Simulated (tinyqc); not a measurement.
Inside a calculation (part 2 of 3). Method: UHF in the sto-3g basis, for H2O+, spin multiplicity 2. Computed by tinyqc, a small Python program that keeps every step (integrals from PySCF). Command: `OMP_NUM_THREADS=1 python tinyqc.py 30901 30902 out.jsonl` (the two numbers bound the seeds that draw the settings). One thread of a shared host (Intel(R) Xeon(R) Processor @ 2.60GHz), about 0.1 s of CPU time with the checks.

Geometry (angstrom):
```
atom         x          y         z
O     0.000000   0.000000  0.000000
H     0.000000   0.810000  0.724000
H     0.000000  -0.870000  0.778000
```

## Iteration 2: building the Fock matrix

D(alpha) after iteration 1, order 1O 1s, 1O 2s, 1O 2px, 1O 2py, 1O 2pz, 2H 1s, 3H 1s:
$$\begin{pmatrix}
1.000419 & -0.246745 & 0.018219 & -0.043984 & -0.040864 & -0.035076 & -0.025085 \\
-0.246745 & 1.164626 & -0.060332 & 0.066050 & 0.101714 & -0.168276 & -0.067434 \\
0.018219 & -0.060332 & 0.826427 & 0.044174 & 0.034719 & -0.113352 & 0.148790 \\
-0.043984 & 0.066050 & 0.044174 & 1.024885 & 0.002869 & -0.178766 & 0.016603 \\
-0.040864 & 0.101714 & 0.034719 & 0.002869 & 1.033626 & -0.107481 & -0.119093 \\
-0.035076 & -0.168276 & -0.113352 & -0.178766 & -0.107481 & 0.223945 & -0.051597 \\
-0.025085 & -0.067434 & 0.148790 & 0.016603 & -0.119093 & -0.051597 & 0.246764
\end{pmatrix}$$

D(beta) after iteration 1, order 1O 1s, 1O 2s, 1O 2px, 1O 2py, 1O 2pz, 2H 1s, 3H 1s:
$$\begin{pmatrix}
0.994537 & -0.233168 & 0.032134 & -0.026145 & -0.071072 & -0.046655 & 0.021203 \\
-0.233168 & 1.139954 & -0.111110 & 0.001908 & 0.184015 & -0.128089 & -0.221863 \\
0.032134 & -0.111110 & 0.123388 & -0.019295 & 0.246857 & -0.052890 & 0.104308 \\
-0.026145 & 0.001908 & -0.019295 & 1.013339 & 0.074547 & -0.156323 & 0.002809 \\
-0.071072 & 0.184015 & 0.246857 & 0.074547 & 0.850041 & -0.166073 & 0.064130 \\
-0.046655 & -0.128089 & -0.052890 & -0.156323 & -0.166073 & 0.213727 & -0.034156 \\
0.021203 & -0.221863 & 0.104308 & 0.002809 & 0.064130 & -0.034156 & 0.178229
\end{pmatrix}$$

core Hamiltonian H = T + V (hartree), order 1O 1s, 1O 2s, 1O 2px, 1O 2py, 1O 2pz, 2H 1s, 3H 1s:
$$\begin{pmatrix}
-32.555747 & -7.573709 & 0.000000 & -0.001201 & -0.014991 & -1.280084 & -1.057289 \\
-7.573709 & -9.180043 & 0.000000 & -0.013397 & -0.183853 & -2.975614 & -2.583809 \\
0.000000 & 0.000000 & -7.329551 & 0.000000 & 0.000000 & 0.000000 & 0.000000 \\
-0.001201 & -0.013397 & 0.000000 & -7.424078 & -0.007654 & -1.614786 & 1.438027 \\
-0.014991 & -0.183853 & 0.000000 & -0.007654 & -7.405104 & -1.496349 & -1.336907 \\
-1.280084 & -2.975614 & 0.000000 & -1.614786 & -1.496349 & -4.592323 & -1.123575 \\
-1.057289 & -2.583809 & 0.000000 & 1.438027 & -1.336907 & -1.123575 & -4.350402
\end{pmatrix}$$

nuclear repulsion = 7.83875947 hartree

Given earlier and not repeated: Two-electron integrals (ij|kl) in chemists' order.

J_ij = sum D_kl (ij|kl) with D = D(alpha) + D(beta), K_ij = sum D_kl (ik|jl) for each spin; F = H + J - K(s); E = tr D H + tr D J / 2 - 0.5 sum_s tr D(s) K(s) + E_nn.

Coulomb J (hartree), order 1O 1s, 1O 2s, 1O 2px, 1O 2py, 1O 2pz, 2H 1s, 3H 1s:
$$\begin{pmatrix}
16.629144 & 3.140294 & -0.009777 & -0.005344 & 0.010097 & 0.529394 & 0.437132 \\
3.140294 & 7.717389 & -0.053551 & -0.027501 & 0.072425 & 2.450732 & 2.142730 \\
-0.009777 & -0.053551 & 7.645729 & -0.002803 & 0.027356 & -0.010816 & -0.007616 \\
-0.005344 & -0.027501 & -0.002803 & 7.750181 & -0.002681 & 1.437662 & -1.304664 \\
0.010097 & 0.072425 & 0.027356 & -0.002681 & 7.734354 & 1.310060 & 1.176222 \\
0.529394 & 2.450732 & -0.010816 & 1.437662 & 1.310060 & 4.190946 & 0.928893 \\
0.437132 & 2.142730 & -0.007616 & -1.304664 & 1.176222 & 0.928893 & 4.048683
\end{pmatrix}$$

exchange K(alpha) (hartree), order 1O 1s, 1O 2s, 1O 2px, 1O 2py, 1O 2pz, 2H 1s, 3H 1s:
$$\begin{pmatrix}
4.627494 & 0.795642 & 0.003507 & -0.046058 & -0.043580 & 0.102609 & 0.103058 \\
0.795642 & 1.366016 & -0.050061 & -0.020433 & -0.000737 & 0.381794 & 0.372537 \\
0.003507 & -0.050061 & 1.019892 & -0.001941 & 0.031582 & -0.041167 & 0.034395 \\
-0.046058 & -0.020433 & -0.001941 & 1.138127 & -0.024565 & 0.163298 & -0.223982 \\
-0.043580 & -0.000737 & 0.031582 & -0.024565 & 1.138617 & 0.159540 & 0.153509 \\
0.102609 & 0.381794 & -0.041167 & 0.163298 & 0.159540 & 0.258768 & 0.100696 \\
0.103058 & 0.372537 & 0.034395 & -0.223982 & 0.153509 & 0.100696 & 0.318621
\end{pmatrix}$$

exchange K(beta) (hartree), order 1O 1s, 1O 2s, 1O 2px, 1O 2py, 1O 2pz, 2H 1s, 3H 1s:
$$\begin{pmatrix}
4.596859 & 0.767350 & 0.005614 & -0.045887 & -0.048087 & 0.096429 & 0.101267 \\
0.767350 & 1.148413 & -0.089921 & -0.046020 & 0.087917 & 0.337761 & 0.291354 \\
0.005614 & -0.089921 & 0.381497 & -0.039025 & 0.211179 & -0.013349 & 0.044526 \\
-0.045887 & -0.046020 & -0.039025 & 1.079735 & 0.008106 & 0.159372 & -0.208886 \\
-0.048087 & 0.087917 & 0.211179 & 0.008106 & 0.958427 & 0.153995 & 0.193563 \\
0.096429 & 0.337761 & -0.013349 & 0.159372 & 0.153995 & 0.241628 & 0.084153 \\
0.101267 & 0.291354 & 0.044526 & -0.208886 & 0.193563 & 0.084153 & 0.258746
\end{pmatrix}$$

F(alpha) (hartree), order 1O 1s, 1O 2s, 1O 2px, 1O 2py, 1O 2pz, 2H 1s, 3H 1s:
$$\begin{pmatrix}
-20.554097 & -5.229057 & -0.013284 & 0.039512 & 0.038686 & -0.853299 & -0.723215 \\
-5.229057 & -2.828670 & -0.003491 & -0.020465 & -0.110691 & -0.906675 & -0.813615 \\
-0.013284 & -0.003491 & -0.703715 & -0.000862 & -0.004226 & 0.030351 & -0.042011 \\
0.039512 & -0.020465 & -0.000862 & -0.812024 & 0.014230 & -0.340422 & 0.357345 \\
0.038686 & -0.110691 & -0.004226 & 0.014230 & -0.809367 & -0.345829 & -0.314195 \\
-0.853299 & -0.906675 & 0.030351 & -0.340422 & -0.345829 & -0.660145 & -0.295378 \\
-0.723215 & -0.813615 & -0.042011 & 0.357345 & -0.314195 & -0.295378 & -0.620340
\end{pmatrix}$$

F(beta) (hartree), order 1O 1s, 1O 2s, 1O 2px, 1O 2py, 1O 2pz, 2H 1s, 3H 1s:
$$\begin{pmatrix}
-20.523463 & -5.200764 & -0.015391 & 0.039341 & 0.043193 & -0.847119 & -0.721424 \\
-5.200764 & -2.611067 & 0.036369 & 0.005122 & -0.199345 & -0.862642 & -0.732433 \\
-0.015391 & 0.036369 & -0.065319 & 0.036223 & -0.183823 & 0.002533 & -0.052143 \\
0.039341 & 0.005122 & 0.036223 & -0.753632 & -0.018441 & -0.336496 & 0.342248 \\
0.043193 & -0.199345 & -0.183823 & -0.018441 & -0.629176 & -0.340284 & -0.354249 \\
-0.847119 & -0.862642 & 0.002533 & -0.336496 & -0.340284 & -0.643005 & -0.278835 \\
-0.721424 & -0.732433 & -0.052143 & 0.342248 & -0.354249 & -0.278835 & -0.560465
\end{pmatrix}$$

total energy of this density = -71.17992414 hartree

This density is a damped mixture and is not idempotent.

## Iteration 2: DIIS over 2 matrices

error matrix X^T (FDS - SDF) X (alpha):
$$\begin{pmatrix}
0.000000 & -0.031797 & -0.065540 & 0.757020 & 0.697714 & 1.337999 & 0.606581 \\
0.031797 & 0.000000 & 0.027085 & 0.127316 & 0.133236 & 0.363513 & 0.163200 \\
0.065540 & -0.027085 & 0.000000 & -0.052065 & 0.002143 & 0.013328 & -0.033850 \\
-0.757020 & -0.127316 & 0.052065 & 0.000000 & -0.029835 & 0.162786 & -0.142715 \\
-0.697714 & -0.133236 & -0.002143 & 0.029835 & 0.000000 & 0.143857 & 0.123962 \\
-1.337999 & -0.363513 & -0.013328 & -0.162786 & -0.143857 & 0.000000 & 0.010933 \\
-0.606581 & -0.163200 & 0.033850 & 0.142715 & -0.123962 & -0.010933 & 0.000000
\end{pmatrix}$$

B (overlaps of the stored error matrices):
$$\begin{pmatrix}
3.7978220e+02 & 7.2267555e+01 \\
7.2267555e+01 & 1.4190147e+01
\end{pmatrix}$$

Minimise |sum c_i e_i|^2 with sum c_i = 1: solve [B -1; -1 0][c; lambda] = [0; -1] with B_ij = tr e_i^T e_j summed over both spins, and take F = sum c_i F_i.

DIIS coefficients: [-0.232834, 1.232834]

extrapolated F(alpha) (hartree), order 1O 1s, 1O 2s, 1O 2px, 1O 2py, 1O 2pz, 2H 1s, 3H 1s:
$$\begin{pmatrix}
-20.118666 & -5.165641 & -0.006413 & 0.001912 & -0.007769 & -0.877292 & -0.726801 \\
-5.165641 & -2.672503 & -0.025373 & -0.027321 & -0.166360 & -0.894963 & -0.793547 \\
-0.006413 & -0.025373 & -0.612044 & -0.012936 & 0.024195 & 0.022228 & -0.036057 \\
0.001912 & -0.027321 & -0.012936 & -0.639079 & -0.002728 & -0.343301 & 0.341020 \\
-0.007769 & -0.166360 & 0.024195 & -0.002728 & -0.637089 & -0.363956 & -0.323457 \\
-0.877292 & -0.894963 & 0.022228 & -0.343301 & -0.363956 & -0.644383 & -0.299083 \\
-0.726801 & -0.793547 & -0.036057 & 0.341020 & -0.323457 & -0.299083 & -0.594820
\end{pmatrix}$$

extrapolated F(beta) (hartree), order 1O 1s, 1O 2s, 1O 2px, 1O 2py, 1O 2pz, 2H 1s, 3H 1s:
$$\begin{pmatrix}
-20.094279 & -5.128455 & -0.010427 & 0.002052 & -0.006379 & -0.869273 & -0.721842 \\
-5.128455 & -2.485878 & 0.047087 & -0.006864 & -0.203488 & -0.855417 & -0.731251 \\
-0.010427 & 0.047087 & 0.151189 & 0.035278 & -0.214589 & -0.007665 & -0.037799 \\
0.002052 & -0.006864 & 0.035278 & -0.589134 & -0.032113 & -0.341809 & 0.328295 \\
-0.006379 & -0.203488 & -0.214589 & -0.032113 & -0.488614 & -0.345186 & -0.348934 \\
-0.869273 & -0.855417 & -0.007665 & -0.341809 & -0.345186 & -0.626559 & -0.286370 \\
-0.721842 & -0.731251 & -0.037799 & 0.328295 & -0.348934 & -0.286370 & -0.576643
\end{pmatrix}$$

## Iteration 2: diagonalisation and new density

X, order 1O 1s, 1O 2s, 1O 2px, 1O 2py, 1O 2pz, 2H 1s, 3H 1s:
$$\begin{pmatrix}
1.023512 & -0.135710 & 0.000000 & -0.000973 & -0.007507 & 0.019308 & 0.017047 \\
-0.135710 & 1.145347 & 0.000000 & 0.011807 & 0.071429 & -0.229491 & -0.188929 \\
0.000000 & 0.000000 & 1.000000 & 0.000000 & 0.000000 & 0.000000 & 0.000000 \\
-0.000973 & 0.011807 & 0.000000 & 1.061715 & 0.006048 & -0.170658 & 0.151200 \\
-0.007507 & 0.071429 & 0.000000 & 0.006048 & 1.041348 & -0.131379 & -0.111964 \\
0.019308 & -0.229491 & 0.000000 & -0.170658 & -0.131379 & 1.136908 & -0.069828 \\
0.017047 & -0.188929 & 0.000000 & 0.151200 & -0.111964 & -0.069828 & 1.105367
\end{pmatrix}$$

overlap S, order 1O 1s, 1O 2s, 1O 2px, 1O 2py, 1O 2pz, 2H 1s, 3H 1s:
$$\begin{pmatrix}
1.000000 & 0.236704 & 0.000000 & 0.000000 & 0.000000 & 0.039669 & 0.032756 \\
0.236704 & 1.000000 & 0.000000 & 0.000000 & 0.000000 & 0.394118 & 0.348268 \\
0.000000 & 0.000000 & 1.000000 & 0.000000 & 0.000000 & 0.000000 & 0.000000 \\
0.000000 & 0.000000 & 0.000000 & 1.000000 & 0.000000 & 0.257860 & -0.234717 \\
0.000000 & 0.000000 & 0.000000 & 0.000000 & 1.000000 & 0.230482 & 0.209897 \\
0.039669 & 0.394118 & 0.000000 & 0.257860 & 0.230482 & 1.000000 & 0.196894 \\
0.032756 & 0.348268 & 0.000000 & -0.234717 & 0.209897 & 0.196894 & 1.000000
\end{pmatrix}$$

Diagonalise F' = X^T F X, C = X C', fill 5 alpha and 4 beta electrons from the bottom; D(s) = C_occ C_occ^T; the new density keeps 0.2 of the old one (damping). Each column has its largest component positive (the first on a tie).

F' = X^T F X (alpha) (hartree):
$$\begin{pmatrix}
-19.742420 & -2.665776 & -0.003475 & 0.003467 & -0.020444 & -0.103401 & -0.066837 \\
-2.665776 & -1.639800 & -0.024904 & -0.021225 & -0.048245 & -0.362568 & -0.326701 \\
-0.003475 & -0.024904 & -0.612044 & -0.023127 & 0.024470 & 0.032517 & -0.041389 \\
0.003467 & -0.021225 & -0.023127 & -0.503620 & 0.005493 & -0.274216 & 0.285255 \\
-0.020444 & -0.048245 & 0.024470 & 0.005493 & -0.550545 & -0.239828 & -0.199321 \\
-0.103401 & -0.362568 & 0.032517 & -0.274216 & -0.239828 & -0.283509 & -0.070216 \\
-0.066837 & -0.326701 & -0.041389 & 0.285255 & -0.199321 & -0.070216 & -0.301514
\end{pmatrix}$$

orbital energies (alpha) (hartree): MO1 -20.128711, MO2 -1.484899, MO3 -0.783696, MO4 -0.675642, MO5 -0.601455, MO6 -0.023978, MO7 0.064929

coefficients C (alpha), order 1O 1s, 1O 2s, 1O 2px, 1O 2py, 1O 2pz, 2H 1s, 3H 1s:
$$\begin{pmatrix}
0.993787 & -0.244470 & 0.002174 & 0.082537 & 0.047674 & 0.099634 & 0.017894 \\
0.026657 & 0.914165 & -0.008179 & -0.386793 & -0.219996 & -0.609034 & -0.135772 \\
0.000356 & 0.021771 & -0.069385 & -0.433251 & 0.894380 & -0.031680 & 0.078012 \\
0.000275 & 0.027105 & 0.730391 & -0.060223 & 0.100139 & 0.145993 & -0.781171 \\
0.002717 & 0.180647 & -0.002045 & 0.739329 & 0.344380 & -0.631485 & -0.150915 \\
-0.005426 & 0.102474 & 0.323114 & 0.249480 & 0.085831 & 0.617981 & 0.911274 \\
-0.004514 & 0.101895 & -0.389171 & 0.164834 & 0.131749 & 0.832373 & -0.631558
\end{pmatrix}$$

F' = X^T F X (beta) (hartree):
$$\begin{pmatrix}
-19.723834 & -2.651443 & -0.016278 & -0.000110 & -0.014165 & -0.102769 & -0.073412 \\
-2.651443 & -1.455111 & 0.049335 & 0.008939 & -0.080513 & -0.364245 & -0.287715 \\
-0.016278 & 0.049335 & 0.151189 & 0.032316 & -0.214567 & 0.005090 & -0.020960 \\
-0.000110 & 0.008939 & 0.032316 & -0.451528 & -0.030429 & -0.281941 & 0.278481 \\
-0.014165 & -0.080513 & -0.214567 & -0.030429 & -0.394505 & -0.223516 & -0.243302 \\
-0.102769 & -0.364245 & 0.005090 & -0.281941 & -0.223516 & -0.276095 & -0.068696 \\
-0.073412 & -0.287715 & -0.020960 & 0.278481 & -0.243302 & -0.068696 & -0.295991
\end{pmatrix}$$

orbital energies (beta) (hartree): MO1 -20.102752, MO2 -1.336607, MO3 -0.748924, MO4 -0.580544, MO5 -0.008864, MO6 0.082864, MO7 0.248952

coefficients C (beta), order 1O 1s, 1O 2s, 1O 2px, 1O 2py, 1O 2pz, 2H 1s, 3H 1s:
$$\begin{pmatrix}
0.994338 & -0.233171 & 0.001451 & 0.113534 & 0.099621 & 0.027004 & 0.009618 \\
0.024386 & 0.866507 & -0.006667 & -0.524966 & -0.597653 & -0.170366 & -0.102776 \\
0.000472 & 0.006794 & -0.047935 & 0.262750 & -0.383303 & 0.038645 & 0.883291 \\
0.000228 & 0.015026 & 0.712036 & 0.084984 & 0.091382 & -0.805506 & 0.088142 \\
0.002488 & 0.224632 & -0.026547 & 0.730242 & -0.562266 & -0.080117 & -0.460882 \\
-0.005014 & 0.148676 & 0.344652 & 0.230356 & 0.600580 & 0.901784 & 0.170207 \\
-0.004103 & 0.119772 & -0.404822 & 0.288119 & 0.760531 & -0.629635 & 0.248984
\end{pmatrix}$$

D(alpha) after iteration 2, order 1O 1s, 1O 2s, 1O 2px, 1O 2py, 1O 2pz, 2H 1s, 3H 1s:
$$\begin{pmatrix}
1.045259 & -0.240889 & 0.005052 & -0.012767 & 0.020605 & -0.011062 & -0.013302 \\
-0.240889 & 1.060512 & -0.019028 & 0.029270 & -0.136857 & -0.053246 & -0.010711 \\
0.005052 & -0.019028 & 0.959614 & 0.061287 & 0.000358 & -0.063880 & 0.090269 \\
-0.012767 & 0.029270 & 0.061287 & 0.643265 & -0.004735 & 0.150123 & -0.219256 \\
0.020605 & -0.136857 & 0.000358 & -0.004735 & 0.765005 & 0.163978 & 0.125324 \\
-0.011062 & -0.053246 & -0.063880 & 0.150123 & 0.163978 & 0.192421 & -0.060599 \\
-0.013302 & -0.010711 & 0.090269 & -0.219256 & 0.125324 & -0.060599 & 0.214461
\end{pmatrix}$$

D(beta) after iteration 2, order 1O 1s, 1O 2s, 1O 2px, 1O 2py, 1O 2pz, 2H 1s, 3H 1s:
$$\begin{pmatrix}
1.043683 & -0.236559 & 0.029344 & 0.000695 & 0.012157 & -0.019730 & 0.004334 \\
-0.236559 & 1.049642 & -0.127596 & -0.028687 & -0.113973 & -0.021234 & -0.080269 \\
0.029344 & -0.127596 & 0.081783 & -0.013219 & 0.205108 & 0.025432 & 0.097598 \\
0.000695 & -0.028687 & -0.013219 & 0.614222 & 0.052135 & 0.182506 & -0.209009 \\
0.012157 & -0.113973 & 0.205108 & 0.052135 & 0.637547 & 0.120746 & 0.211256 \\
-0.019730 & -0.021234 & 0.025432 & 0.182506 & 0.120746 & 0.197928 & -0.051091 \\
0.004334 & -0.080269 & 0.097598 & -0.209009 & 0.211256 & -0.051091 & 0.244650
\end{pmatrix}$$
